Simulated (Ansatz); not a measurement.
B–B–SH⁺, triplet in cc-pVDZ: errors against UCCSDT(Q)

Geometry: that of the B–B–SH, quartet, kept fixed.

```xyz
4

B     0.0000    0.0310    2.2853
B     0.0000    0.0361    0.7636
S     0.0000   -0.0625   -0.9902
H     0.0000    1.2684   -1.2002
```

Basis cc-pVDZ; Ansatz 0.2.0. Only valence electrons are correlated (noble-gas cores frozen), which leaves 12 electrons in 44 orbitals. R marks a restricted (for open shells ROHF) determinant, U an unrestricted one. Active spaces: frontier = (10e, 10o) about the gap.

Full CI isn't at hand for all of this; UCCSDT(Q) serves as the reference, and is uncertain by the last step of the cluster series or more. The frozen core follows each run's orbitals, which can shift R against U totals by a few meV.

For open shells CISD is restricted-active-space CI with the open shells as a complete middle space.

The UHF ⟨S²⟩ is 2.021, the T1 diagnostic (RCCSD) is 0.0349 and the largest doubles amplitude (RCCSD) is 0.078. The T1 diagnostic (UCCSD) is 0.0310.

| level | E − E(RHF) (eV) |
| --- | --- |
| UHF | -0.0527 |
| RMP2 | -5.9942 |
| UMP2 | -6.0023 |
| RCCSD | -6.9773 |
| UCCSD | -6.9810 |
| RCCSD(T) | -7.2755 |
| UCCSD(T) | -7.2762 |

Problem. Estimate how far UCCSDT(Q) in cc-pVDZ lies from RCCSD(T). The table doesn't fix it; the size of (T) and the diagnostics are the guide.

Solution. UCCSDT(Q) in cc-pVDZ lies 2.69 mEh below RCCSD(T), which is 25 % of the (T) step (-10.96 mEh). T1 is raised, but (T) still catches most of what CCSD lacks. The miss exceeds 1 kcal/mol.

The other levels:

```
    level  E − E(UCCSDT(Q)) (mEh)  share of correlation (%)  wall time
     CISD                   36.75                     86.39      3.7 s
  BCCD(T)                    2.69                     99.00        5 s
   RCCSDT                    0.93                     99.65          –
   UCCSDT                    0.91                     99.66          –
RCCSDT(Q)                    0.18                     99.93       65 s
```

The correlation energy at UCCSDT(Q), counted from RHF, is -7.349 eV. That run took 62 s on 1 thread of Arm Neoverse V1, shared host.

Run but not shown, since their state, orbitals or frozen core can't be matched to the reference's or they repeat it: CASSCF (frontier space), NEVPT2 (frontier space).

Times hold each run's SCF and search for its determinant on a shared host, so for small cases they say little of a method's own cost; they ran on 1 thread of Arm Neoverse V1. Some runs computed forces too.
